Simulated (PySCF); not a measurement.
**Silicon: a sound run and one with changed settings**

Sound run: Si [Ne] 3s2 3p2, Si+ [Ne] 3s2 3p1. Calculation: PySCF 2.14, in cc-pV(D+d)Z (4s3p2d, 23 functions); no relativity, point nucleus. The sound run starts from symmetry-adapted Hartree-Fock orbitals and uses a fine grid where one is needed.

Changed run: 26 angular points. This setting is unsound on purpose.

| species | method | sound run (hartree) | changed run (hartree) | converged |
| --- | --- | --- | --- | --- |
| Si | UHF | -288.85023 | -288.85023 | yes |
| Si | BP86 | -289.39237 | -289.39234 | yes |
| Si | LDA | -288.20132 | -288.20142 | yes |
| Si+ | UHF | -288.56942 | -288.56942 | yes |
| Si+ | BP86 | -289.08886 | -289.08876 | yes |
| Si+ | LDA | -287.89915 | -287.89928 | yes |

Ionisation energy of Si:

```json
{"method": "UHF", "sound run (eV)": "7.641", "changed run (eV)": "7.641"}
{"method": "BP86", "sound run (eV)": "8.259", "changed run (eV)": "8.261"}
{"method": "LDA", "sound run (eV)": "8.223", "changed run (eV)": "8.222"}
```

A coarse angular grid integrates products of high-l functions wrongly, so density functionals can shift, and the SCF can exploit the error; Hartree-Fock and MP2 need no grid.

For comparison, NIST gives 8.152 eV between the lowest levels.
